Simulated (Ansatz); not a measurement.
# Al₂O (quintet): the correlation ladder, def2-QZVPP

The task here is to estimate one member of a computed series from the others.

Program: Ansatz 0.2.0, Gaussian basis. Level of theory: def2-QZVPP, core rule «outside noble gas», up to 11 orbitals frozen. These are calculated values, not measurements.

Plan: UHF; ROHF; CCSD(T) on UHF.

5 further runs of the same task are left out: 1 that didn't finish, 4 set aside as unsound or not needed.

## The system

The geometry is a PBE0/def2-TZVP stationary point (not a proven minimum) of the parent state, kept for this charge and spin.

3 atoms, charge 0, spin multiplicity 5.

Atoms are counted from 1 here; the program's logs count them from 0.

Bond lengths: Al1–O2 1.699 Å, O2–Al3 1.699 Å. Angles: Al1–O2–Al3 180.0°.

Set-up of the first run:

Contents of in.yaml:

```yaml
crystal:
  periodic: [false, false, false]
  atoms:
    - {symbol: Al, position_ang: [0.000000, 0.000000, 1.699100]}
    - {symbol: O, position_ang: [0.000000, 0.000000, 0.000000]}
    - {symbol: Al, position_ang: [0.000000, 0.000000, -1.699100]}
basis:
  gaussian: {orbitals: "def2-QZVPP.json"}
magnetization: {spin_polarized: true, initial_magnetization: 4}
hamiltonian: {xc: hf}
output: {orbitals: {seedname: orbitals}}
```

Launch:

```sh
ansatz run in.yaml --threads 1 --pin off --events-out ev --progress --plain --max-ram 2393MiB
```

Among the steps run: UHF; ROHF; CCSD(T) on UHF.

One of the session's tables, all rows but one given; the rest of the session is left out.

```
  method  from UCCSD(T) (meV)
    ROHF              +9088.2
     UHF              +9059.5
    UMP2               +465.4
   UCCSD                    ?
UCCSD(T)                    0
```

Q: Estimate the row for UCCSD from the others.

The run gave: from UCCSD(T) (meV): +398.5. In the column «from UCCSD(T) (meV)» it lies between UCCSD(T) (0) and UMP2 (+465.4).
